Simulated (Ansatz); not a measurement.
Basis-set extrapolation for C$_{4}$H$_{9}$N (`NCC1CC1`) (PBE0-D4/def2-TZVP geometry, frozen core, Ansatz). Multiplicity 1, RHF reference.

|  | def2-TZVPP | def2-QZVPP |
| --- | --- | --- |
| HF | -211.202515 | -211.212564 |
| MP2 correlation | -0.899330 | -0.956836 |
| CCSD(T) correlation | -0.981194 | not run |

Energies in hartree. Use E(X) = E(∞) + A·exp(−7.88·√X) for Hartree–Fock and E(X) = E(∞) + B·X^(−2.97) for correlation, with X = 3 and 4, and add CCSD(T) minus MP2 of the smaller set to the MP2 limit.

**Question.** What is the CCSD(T) energy at the basis-set limit?

**Answer.** HF limit: -211.212564 + (-0.010049) × 0.13774 = -211.21395. MP2 limit: -0.956836 + (-0.057506) × 0.74074 = -0.99943. Higher-order term: -0.981194 − (-0.899330) = -0.08186. Total: -212.29524 hartree, 70.0 kcal/mol below CCSD(T)/def2-TZVPP.
